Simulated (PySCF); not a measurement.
**C2H2O2S (SMILES O=C1SC1O): MP2/ccECP-cc-pVTZ (core potential)**

What is the vertical ionisation energy of C2H2O2S at MP2/ccECP-cc-pVTZ (core potential)? Input form: a Python script.

The calculation is run with PySCF 2.14.0.

## Step 1: Starting point

C2H2O2S: 7 atoms, total charge 0, spin state singlet. SMILES: `O=C1SC1O`. The shape is that of a PBE0-D4/def2-TZVP optimisation. This is one conformer, not always the lowest.

Bond lengths: O1–C2 1.188 Å, C2–S3 1.743 Å, C2–C4 1.460 Å, S3–C4 1.902 Å, C4–O5 1.357 Å, C4–H6 1.085 Å, O5–H7 0.964 Å. Some angles: O1–C2–S3 142.3°, O1–C2–C4 145.1°, S3–C2–C4 72.3°, C2–S3–C4 47.0°, C2–C4–S3 60.8°, C2–C4–O5 123.1°, S3–C4–O5 120.8°, C2–C4–H6 119.6°, S3–C4–H6 112.0°, O5–C4–H6 111.2°.

## Step 2: A single-point energy at MP2/ccECP-cc-pVTZ (core potential)

input.py reads:

```python
from pyscf import gto, scf, mp

system = gto.M(
    atom='''
O   -0.595300   1.981100   0.080500
C   -0.278100   0.883200   0.405200
S    0.589400   0.005200   1.635200
C   -0.232600  -0.519100   0.001800
O    0.514700  -0.967000  -1.039100
H   -1.097300  -1.152700   0.166200
H    1.160500  -0.298600  -1.295300
''',
    spin=0,
    max_memory=1860,
    basis='ccecp-cc-pvtz',
    ecp='ccecp',
    verbose=3,
)

calc0 = scf.RHF(system)
calc0.conv_tol = 1e-10
calc0.kernel()
if not calc0.converged:
    calc0 = calc0.newton().run(calc0.mo_coeff, calc0.mo_occ)

pt = mp.MP2(calc0).run()
e_tot = pt.e_tot
print('E = %.10f Eh' % e_tot)
```

On the command line:

```sh
OMP_NUM_THREADS=1 python input.py
```

Standard output:

```text
converged SCF energy = -53.6508702017364
E(RMP2) = -54.6093036612998  E_corr = -0.958433459563417
E(SCS-RMP2) = -54.5889030373181  E_corr = -0.938032835581793
E = -54.6093036613 Eh
```

It took 25 s on 1 thread of Arm Neoverse V2, shared host; peak memory 1.2 GiB.

## Step 3: The doublet cation at the same level

calc.py reads:

```python
from pyscf import gto, mp

mol = gto.M(
    atom='''
O       -0.595300       1.981100       0.080500
C       -0.278100       0.883200       0.405200
S        0.589400       0.005200       1.635200
C       -0.232600      -0.519100       0.001800
O        0.514700      -0.967000      -1.039100
H       -1.097300      -1.152700       0.166200
H        1.160500      -0.298600      -1.295300
''',
    verbose=4,
    spin=1,
    ecp='ccecp',
    charge=1,
    max_memory=1860,
    basis='ccecp-cc-pvtz',
)

mf = mol.UHF()
mf.conv_tol = 1e-10
mf.kernel()
if not mf.converged:
    mf = mf.newton().run(mf.mo_coeff, mf.mo_occ)

pt = mp.MP2(mf).run()
e_final = pt.e_tot
print('E(%s) = %.9f' % ('MP2', e_final))
```

On the command line:

```sh
OMP_NUM_THREADS=1 python calc.py
```

Standard output:

```text
PySCF version 2.14.0

[INPUT] num. atoms = 7
[INPUT] num. electrons = 27
[INPUT] charge = 1
[INPUT] spin (= nelec alpha-beta = 2S) = 1
[INPUT] symmetry False subgroup None
[INPUT] Mole.unit = angstrom
[INPUT] Symbol           X                Y                Z      unit          X                Y                Z       unit  Magmom
[INPUT]  1 O     -0.595300000000   1.981100000000   0.080500000000 AA   -1.124953961954   3.743736425376   0.152122953027 Bohr   0.0
[INPUT]  2 C     -0.278100000000   0.883200000000   0.405200000000 AA   -0.525532835242   1.669006113216   0.765717025674 Bohr   0.0
[INPUT]  3 S      0.589400000000   0.005200000000   1.635200000000 AA    1.113804577819   0.009826575848   3.090080158889 Bohr   0.0
[INPUT]  4 C     -0.232600000000  -0.519100000000   0.001800000000 AA   -0.439550296574  -0.980956831262   0.003401507024 Bohr   0.0
[INPUT]  5 O      0.514700000000  -0.967000000000  -1.039100000000 AA    0.972642036314  -1.827365162454  -1.963614416036 Bohr   0.0
[INPUT]  6 H     -1.097300000000  -1.152700000000   0.166200000000 AA   -2.073596476485  -2.178287303786   0.314072481903 Bohr   0.0
[INPUT]  7 H      1.160500000000  -0.298600000000  -1.295300000000 AA    2.193027167558  -0.564272220795  -2.447762249149 Bohr   0.0

nuclear repulsion = 83.427537542114
number of shells = 57
number of NR pGTOs = 351
number of NR cGTOs = 173
basis = ccecp-cc-pvtz
ecp = ccecp

******** <class 'pyscf.scf.uhf.UHF'> ********
method = UHF
initial guess = minao
damping factor = 0
level_shift factor = 0
DIIS = <class 'pyscf.scf.diis.CDIIS'>
diis_start_cycle = 1
diis_space = 8
diis_damp = 0
SCF conv_tol = 1e-10
SCF conv_tol_grad = None
SCF max_cycles = 50
direct_scf = True
direct_scf_tol = 1e-13
number electrons alpha = 14  beta = 13
Set gradient conv threshold to 1e-05
[... 125 lines left out ...]
converged SCF energy = -53.3139293657557  <S^2> = 0.80685643  2S+1 = 2.0560705
[... 1 line left out ...]
******** <class 'pyscf.mp.ump2.UMP2'> ********
nocc = (np.int64(14), np.int64(13)), nmo = (173, 173)
E(UMP2) = -54.2197274351874  E_corr = -0.905798069431784
E(SCS-UMP2) = -54.2008761700112  E_corr = -0.886946804255561
E_corr(same-spin) = -0.230781783533745
E_corr(oppo-spin) = -0.675016285898039
E(MP2) = -54.219727435
```

It took 2.2 min on 1 thread of Arm Neoverse V2, shared host; peak memory 1.8 GiB.

## Step 4: Summary of results

At MP2/ccECP-cc-pVTZ (core potential):

| quantity | value |
| --- | --- |
| singlet C2H2O2S: total energy | -54.60930 Eh |
| singlet C2H2O2S: dipole moment (Hartree–Fock density) | 1.89 D |
| singlet C2H2O2S: HOMO energy (Hartree–Fock orbitals) | -10.83 eV |
| singlet C2H2O2S: LUMO energy (Hartree–Fock orbitals) | 2.55 eV |
| singlet C2H2O2S: HOMO–LUMO gap (Hartree–Fock orbitals) | 13.37 eV |
| singlet C2H2O2S: correlation energy | -958.4 mEh |
| doublet cation: total energy | -54.21973 Eh |
| doublet cation: HOMO energy (Hartree–Fock orbitals) (highest over α and β) | -17.55 eV |
| doublet cation: LUMO energy (Hartree–Fock orbitals) (lowest over α and β) | -6.95 eV |
| doublet cation: correlation energy | -905.8 mEh |
| doublet cation: ⟨S²⟩ of the reference determinant | 0.807 |
| vertical ionisation energy (to the doublet cation) | 10.601 eV |

Removing an electron at fixed nuclei costs 10.60 eV (244 kcal/mol).
